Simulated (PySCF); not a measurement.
Can point charges reproduce the dipole moment of `N=C=O`?

Coordinates (GFN2-xTB, Å) and charges (e) from the PBE0/pcSseg-1 density (PySCF):

```csv
atom,x,y,z,Mulliken,IAO,Hirshfeld,ESP-fitted
N1,-0.682,0.184,0.314,-0.4775,-0.4938,-0.2231,-0.6738
C2,0.479,-0.016,0.485,+0.5952,+0.5364,+0.2479,+0.6495
O3,1.580,-0.089,0.825,-0.3351,-0.3620,-0.1915,-0.3764
H4,-1.367,-0.073,-0.358,+0.2174,+0.3194,+0.1667,+0.4006
```

Q: What dipole does each set of charges give (1 e·Å = 4.803 D), and what does the density give?

A: The full density gives (-1.82, -0.58, -1.62) D, 2.51 D in size; dipole vectors point from the negative to the positive end.

```json
{"scheme": "Mulliken", "μx": "-1.04", "μy": "-0.40", "μz": "-1.03", "size (D)": "1.52", "share of the full size (%)": "61", "angle to the full dipole (°)": "4"}
{"scheme": "IAO", "μx": "-1.99", "μy": "-0.43", "μz": "-1.48", "size (D)": "2.52", "share of the full size (%)": "100", "angle to the full dipole (°)": "6"}
{"scheme": "Hirshfeld", "μx": "-1.25", "μy": "-0.19", "μz": "-0.80", "size (D)": "1.49", "share of the full size (%)": "60", "angle to the full dipole (°)": "11"}
{"scheme": "ESP-fitted", "μx": "-1.78", "μy": "-0.62", "μz": "-1.68", "size (D)": "2.53", "share of the full size (%)": "101", "angle to the full dipole (°)": "2"}
```

Q: Which set comes closest?

A: Length of the difference vector: ESP-fitted 0.08 D, IAO 0.27 D, Mulliken 1.00 D, Hirshfeld 1.07 D. Closest: ESP-fitted. ESP charges are fitted to the potential around the molecule, whose slowest-falling term is the dipole's. 

Q: What is left for the Hirshfeld atoms' own dipoles?

A: The Hirshfeld atoms' densities add up to the full density, so μ = Σ q r + Σ (atomic dipoles). The atomic dipoles sum to (-1.82, -0.58, -1.62) − (-1.25, -0.19, -0.80) = (-0.57, -0.39, -0.82) D, 1.07 D in size.

Q: With the origin at the mean of the coordinates, (0.003, 0.001, 0.317) Å, which are the largest single terms, by size, of the Hirshfeld dipole along the direction of the full one?

A: O3 +1.34, H4 +1.16, C2 -0.54, N1 -0.49 D; all 4 atoms together +1.47 D. The single terms depend on the origin, their sum doesn't.

Q: Give the size of the full dipole in other units.

A: 2.51 D = 0.986 au = 0.522 e·Å = 8.36 × 10⁻³⁰ C·m.

Isolated species at its GFN2-xTB geometry, gas phase.
